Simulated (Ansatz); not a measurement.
in.yaml

```yaml
crystal:
  periodic: [false, false, false]
  atoms:
    - {symbol: F, position_ang: [0.000000, -0.570508, -2.366098]}
    - {symbol: Ge, position_ang: [0.000000, -0.053434, 1.081331]}
    - {symbol: Si, position_ang: [0.000000, 0.458218, -1.135107]}
    - {symbol: H, position_ang: [0.000000, 1.836321, -1.702238]}
basis:
  gaussian: {orbitals: 6-31G}
magnetization: {spin_polarized: false}
correlation: {method: ccsd, electrons: outside_noble_gas}
scf: {lower_state_search: off}
```

```sh
$ ansatz run in.yaml --threads 1 --pin off --events-out ev --progress --plain --max-ram 2393MiB
```

Log:

```
these checks for a lower state are left out or cut short: stability, starts, cluster_reference, orbital_swaps, neighbouring_geometries, increment
497 factors; integrals over basis functions are off by at most 2.5e-4 eV
mean field evaluation 1: about -67043.6823 eV, gradient 2.4e1 eV
mean field evaluation 2: about -67043.7490 eV, gradient 2.4e1 eV
mean field evaluation 4: about -67045.1611 eV, gradient 1.6e0 eV
mean field evaluation 8: about -67045.1863 eV, gradient 2.1e-1 eV
mean field -67045.18704538 eV, -2463.8651790576 hartree, gradient 1.2e-6 eV, S^2 0.000000; 0 other end points of the search recorded, 0 dependent functions left out
20 core orbitals not correlated: weight in the atoms' cores, before any rotation towards them, 0.999 or more for the frozen orbitals, at most 0.000 for the correlated occupied ones
reference -67045.18704538 eV, -2463.8651790576 hartree; 8, 8 occupied and 25, 25 virtual orbitals, 497 factors
second order -5.88993726 eV of doubles, -0.00000000 eV of singles
cycle   1  -6.11683057 eV  change   -2.3e-1 eV  update   9.7e-2
cycle   2  -6.39225978 eV  change   -2.8e-1 eV  update   4.0e-2
cycle   3  -6.48766085 eV  change   -9.5e-2 eV  update   2.2e-2
cycle   4  -6.49050231 eV  change   -2.8e-3 eV  update   6.4e-3
cycle   5  -6.48916883 eV  change    1.3e-3 eV  update   2.6e-3
cycle   6  -6.48913323 eV  change    3.6e-5 eV  update   9.3e-4
cycle   7  -6.48907978 eV  change    5.3e-5 eV  update   3.8e-4
cycle   8  -6.48905413 eV  change    2.6e-5 eV  update   1.6e-4
cycle   9  -6.48911355 eV  change   -5.9e-5 eV  update   7.3e-5
cycle  10  -6.48913586 eV  change   -2.2e-5 eV  update   3.6e-5
cycle  11  -6.48912870 eV  change    7.2e-6 eV  update   2.0e-5
Total energy: -67051.67617408 eV, -2464.1036501389 hartree
Checks for a lower state left out: stability, starts, cluster_reference, orbital_swaps, neighbouring_geometries, increment
```

Ran on 1 thread of Arm Neoverse V1, shared host: 0.72 s wall, 0.08 GiB peak host memory.
